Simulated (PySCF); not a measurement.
## `C=CCC[NH3+]`: 4 charge schemes on one density

Species: C₄H₁₀N (charge +1).
SMILES with atom numbers: `[CH2:1]=[CH:2][CH2:3][CH2:4][NH3+:5]` (hydrogens: H6, H7 on C1; H8 on C2; H9, H10 on C3; H11, H12 on C4; H13, H14, H15 on N5)

Cartesian coordinates in Å at the GFN2-xTB level; atoms count from 1:
```xyz
15
C4H10N angstrom
C      1.773    0.657   -0.499
C      1.240    0.035    0.543
C      0.212   -1.054    0.418
C     -1.179   -0.420    0.491
N     -1.264    0.600   -0.595
H      1.604    0.335   -1.517
H      2.490    1.450   -0.375
H      1.485    0.343    1.549
H      0.327   -1.586   -0.528
H      0.320   -1.774    1.226
H     -1.309    0.084    1.450
H     -1.966   -1.163    0.370
H     -0.308    1.041   -0.624
H     -1.988    1.305   -0.426
H     -1.441    0.155   -1.503
```

Density: PBE0/pcSseg-1 (PySCF); schemes: Mulliken, IAO, Hirshfeld and ESP-fitted. One conformer (not necessarily the lowest) at the GFN2-xTB geometry, without solvent, vibrations or thermal averaging.

Q: What partial charge does each atom carry?

A: In e; atoms taken as equivalent share a row and are averaged (×n: the atom named and its like, n in all):

```json
{"atom": "C1", "environment": "terminal =CH2 carbon", "Mulliken": "-0.179", "IAO": "-0.319", "Hirshfeld": "-0.067", "ESP-fitted": "-0.472"}
{"atom": "C2", "environment": "alkene CH carbon", "Mulliken": "-0.255", "IAO": "-0.134", "Hirshfeld": "-0.012", "ESP-fitted": "+0.016"}
{"atom": "C3", "environment": "allylic carbon", "Mulliken": "-0.215", "IAO": "-0.281", "Hirshfeld": "-0.052", "ESP-fitted": "-0.180"}
{"atom": "C4", "environment": "sp3 carbon bound to nitrogen", "Mulliken": "-0.118", "IAO": "-0.163", "Hirshfeld": "+0.028", "ESP-fitted": "+0.015"}
{"atom": "N5", "environment": "ammonium nitrogen", "Mulliken": "-0.243", "IAO": "-0.320", "Hirshfeld": "+0.012", "ESP-fitted": "-0.432"}
{"atom": "H6", "environment": "vinylic hydrogen", "Mulliken": "+0.143", "IAO": "+0.154", "Hirshfeld": "+0.061", "ESP-fitted": "+0.214"}
{"atom": "H7", "environment": "vinylic hydrogen", "Mulliken": "+0.172", "IAO": "+0.188", "Hirshfeld": "+0.075", "ESP-fitted": "+0.222"}
{"atom": "H8", "environment": "vinylic hydrogen", "Mulliken": "+0.153", "IAO": "+0.175", "Hirshfeld": "+0.070", "ESP-fitted": "+0.133"}
{"atom": "H9/H10", "environment": "methylene hydrogen", "Mulliken": "+0.178", "IAO": "+0.176", "Hirshfeld": "+0.072", "ESP-fitted": "+0.129"}
{"atom": "H11/H12", "environment": "methylene hydrogen", "Mulliken": "+0.192", "IAO": "+0.187", "Hirshfeld": "+0.083", "ESP-fitted": "+0.115"}
{"atom": "H13/H14/H15", "environment": "N–H hydrogen", "Mulliken": "+0.268", "IAO": "+0.325", "Hirshfeld": "+0.191", "ESP-fitted": "+0.332"}
```

Mean size of the charges over all atoms: IAO 0.229 e, ESP-fitted 0.211 e, Mulliken 0.201 e, Hirshfeld 0.084 e. Each set sums to the total charge, 1, to within 0.001 e. The Mulliken scheme gives each basis function's population to the atom it is centred on and halves the overlap population of two atoms between them. The IAO scheme projects the occupied orbitals on a minimal set of polarised atomic orbitals and counts the electrons in each atom's part of it.

Some averages cover members that differ in this geometry: H13/H14/H15, ESP-fitted +0.261 to +0.369; H13/H14/H15, Hirshfeld +0.154 to +0.213; H9/H10, IAO +0.159 to +0.193; H9/H10, Mulliken +0.161 to +0.194 e.

Lowest charge. The schemes don't all agree: Mulliken C2 (-0.255); IAO N5 (-0.320); Hirshfeld C1 (-0.067); ESP-fitted C1 (-0.472).

Highest charge. All schemes agree: Mulliken H13/H14/H15 (+0.268); IAO H13/H14/H15 (+0.325); Hirshfeld H13/H14/H15 (+0.191); ESP-fitted H13/H14/H15 (+0.332).

Q: How closely do the schemes follow one another over all atoms?

A: Correlation coefficient and root-mean-square difference: Mulliken with IAO 0.97, 0.062 e; IAO with ESP-fitted 0.93, 0.092 e; IAO with Hirshfeld 0.89, 0.165 e; Mulliken with Hirshfeld 0.86, 0.135 e; Mulliken with ESP-fitted 0.84, 0.131 e; Hirshfeld with ESP-fitted 0.84, 0.182 e.

Q: How many electrons does the IAO scheme count on C4?

A: Z − q = 6 − (-0.163) ≈ 6.162.

These values come from a run that also computed NMR shieldings. On one thread, AMD EPYC 7B13 (x86_64), no GPU, shared host, this took 11 s wall and 0.64 GiB of memory at its peak.
